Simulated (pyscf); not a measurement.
## Four-centre exchange: `[F][N]([F])[F]` + `[H][H]` → `[FH]` + `[F][NH][F]`

Gas phase, singlet surface, charge 0. Bonds broken: F1–N2, H5–H6. Bonds formed: F1–H5, N2–H6. PySCF, gas phase, ωB97X-D3(BJ)/def2-SVP geometries.

Transition state (Å):

```xyz
6

F     -0.2387    -0.1422     0.9945
N     -1.7060    -0.3544    -0.4330
F     -2.2482    -1.2896     0.3063
F     -0.8982    -0.9841    -1.2315
H     -0.3536     0.8670     0.4567
H     -0.6918     1.5293    -0.1835
```

One imaginary mode, 1926i cm⁻¹; descent along it reached the two sides named.

```
bond   change  reactant side (Å)  saddle  product side
-----  ------  -----------------  ------  ------------
F1–N2  breaks              1.360   2.058           7.0
H5–H6  breaks              0.760   0.981           7.2
F1–H5   forms                2.7   1.149         0.923
N2–H6   forms                3.9   2.154         1.041
```

Electronic energies relative to the separated reactants (kcal/mol):

| level | barrier | reaction energy |
|---|---|---|
| ωB97X-D3(BJ)/def2-TZVP | 85.8 | -48.1 |
| PBE/def2-TZVP | 61.9 | -43.1 |
| r²SCAN/def2-TZVP | 68.9 | -43.9 |
| B3LYP-D3(BJ)/def2-TZVP | 73.7 | -48.6 |
| PBE0-D3(BJ)/def2-TZVP | 77.6 | -48.5 |
| M06-2X/def2-TZVP | 89.9 | -50.2 |
| ωB97M-D3(BJ)/def2-TZVP | 82.7 | -49.6 |
| HF/def2-TZVP | 118.9 | -57.8 |

With ωB97M-D3(BJ)/def2-TZVP energies and thermal terms (ideal gas, 1 atm, RRHO with modes under 100 cm⁻¹ raised to 100, one conformer, R ln 2 for chiral ones without a mode under 150 cm⁻¹), in kcal/mol:

```csv
T (K),ΔH‡,ΔG‡,ΔH,ΔG
298,81.1,87.9,-44.5,-47.0
600,80.8,94.9,-45.3,-49.3
900,81.0,101.8,-46.1,-51.1
1200,81.4,108.7,-46.7,-52.7
```

The same reactants have a lower exit, to F• + F–N•–F + H₂ (no saddle counted: cutting one bond costs +59.0 kcal/mol at ωB97M-D3(BJ)/def2-TZVP, against +82.7 kcal/mol here). One saddle was located; it need not be the lowest between these sides. One closed-shell reference is unstable to symmetry breaking; treat the single-reference values with care.
